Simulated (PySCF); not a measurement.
## SOF₂: how level, basis and relativity move the structure

Each row is its own optimisation.

Each entry is the lowest minimum that a search over a few typed start shapes (and spin states, where more than one is plausible) found, or that minimum re-optimised at the stated level; isomers with ligand–ligand bonds, or fragments after loss of a ligand pair, can lie lower. Open shells are unrestricted; no spin–orbit coupling; PySCF with density fitting.

| level | 2S+1 | point group | mean bond to S (Å) | lowest ω (cm⁻¹) | distinct angles (°) | highest ω (cm⁻¹) | polar-tensor charge of S |
| --- | --- | --- | --- | --- | --- | --- | --- |
| B3LYP/def2-TZVP (no relativity) | ? | ? | ? | ? | ? | ? | ? |
| PBE/def2-TZVP (no relativity) | 1 | Cs | 1.566 | 333 | 93/107 | 1289 | 1.68 |
| PBE0/def2-TZVP (no relativity) | 1 | Cs | 1.532 | 375 | 93/106 | 1373 | 1.83 |

(1) Fill in the row of B3LYP/def2-TZVP (no relativity).

Answers

(1) 2S+1: 1; point group: Cs; mean bond to S (Å): 1.546; lowest ω (cm⁻¹): 360; distinct angles (°): 93/107; highest ω (cm⁻¹): 1341; polar-tensor charge of S: 1.82.

Across these levels the mean bond spreads over 0.034 Å and the highest wavenumber over 85 cm⁻¹; all give the same point group.

Levels that gave another bonding pattern or an unsound solution are left out.
